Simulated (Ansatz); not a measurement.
C4H8O can be A, `CCC1CO1`, or B, `OCC1CC1`.

Computed with Ansatz on PBE0-D4/def2-TZVP structures; ΔE is electronic, products minus reactants. CCSD(T)/CBS is the MP2 limit (def2-TZVPP, def2-QZVPP) plus CCSD(T) − MP2 in def2-TZVPP, frozen cores. Functionals use def2-TZVPP. B3LYP here is the variant with VWN-RPA as its local correlation; programs differ in this. Each species was taken in one conformer, which may not be the lowest.

Problem. Which isomer does CCSD(T)/CBS put lower? Give the gap. (Best estimate.)

Solution. Ansatz gave: B, by 3.9 kcal/mol.

Problem. Give E(B) − E(A) in kcal/mol with CCSD/def2-TZVPP, B3LYP, PBE0-D4, PBE-D4, r2SCAN-D4, CCSD(T)/def2-TZVPP, B3LYP-D4. (An estimate is asked.)

Solution. The calculation gave: CCSD/def2-TZVPP -3.8, B3LYP -2.6, PBE0-D4 -3.9, PBE-D4 -2.6, r2SCAN-D4 -2.9, CCSD(T)/def2-TZVPP -3.5, B3LYP-D4 -2.8. None reverses the order clearly.

Largest T1 diagnostic: 0.010.

From PBE to PBE0 (25 % exact exchange), in def2-TZVPP and without D4, E(B) − E(A) moves by −1.4 kcal/mol.
